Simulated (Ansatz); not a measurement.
Input for Ansatz (development build ahead of 0.2.0):

```yaml
crystal:
  periodic: [false, false, false]
  atoms:
    - { symbol: "N", position_ang: [0.0, 0.0, -1.09873] }
    - { symbol: "N", position_ang: [0.0, 0.0, -0.06282] }
    - { symbol: O, position_ang: [0.0, 0.0, 1.01636] }
basis:
  gaussian: { orbitals: cc-pVDZ }
hamiltonian:
  xc: hf
correlation:
  method: mp2
  frozen_orbitals: { "N": 1, O: 1 }
```

The input is written out in the form of the current development build from the run's settings.

Results

* Converged: yes
* Reference energy: -183.66944 hartree
* Correlation energy: -0.48551 hartree
* Total energy: -184.15495 hartree
* Spin squared of the determinant: 0.000

Caution: no unrestricted run beside it, a lower state can exist.
